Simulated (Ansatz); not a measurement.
Relative energies of C4H4F2 isomers

5 of its isomers, all singlets with charge 0: A = `FC1=CCC1F`; B = `FC1=CC(F)C1`; C = `FC1C=CC1F`; D = `FC1(F)C=CC1`; E = `FCC#CCF`.

Shapes, held fixed at every level: PBE0-D4/def2-TZVP. Programs: Ansatz 0.2.0.

Electronic energies in kJ/mol, without zero-point or thermal terms.

```csv
level,kind,B − A,C − A,D − A,E − A
SPW92/def2-TZVPP,LDA,-11.8,+9.4,-25.8,+86.8
r2SCAN-D4/def2-TZVPP,meta-GGA,-11.4,+3.3,-30.0,+56.4
PBE0-D4/def2-TZVPP,global hybrid,-10.5,+3.9,-26.9,+68.1
r2SCAN0-D4/def2-TZVPP,global hybrid,-11.4,+2.1,-31.6,+62.2
wB97X-V/def2-TZVPP,range-separated hybrid,-10.3,-1.0,-32.1,+61.7
CCSD(T)/def2-SVP,coupled cluster or CI,-8.4,+0.7,-37.1,+52.4
CCSD(T)/CBS estimate,coupled cluster or CI,-9.6,-2.5,-33.2,+48.7
```

The highest level, CCSD(T)/CBS estimate, puts D lowest of these. All levels agree on that. The B − A difference spans -11.8 to -8.4 kJ/mol over the levels. The CBS estimate extrapolates MP2 from def2-TZVPP and def2-QZVPP and adds CCSD(T) − MP2 in the triple-zeta set, cores frozen.
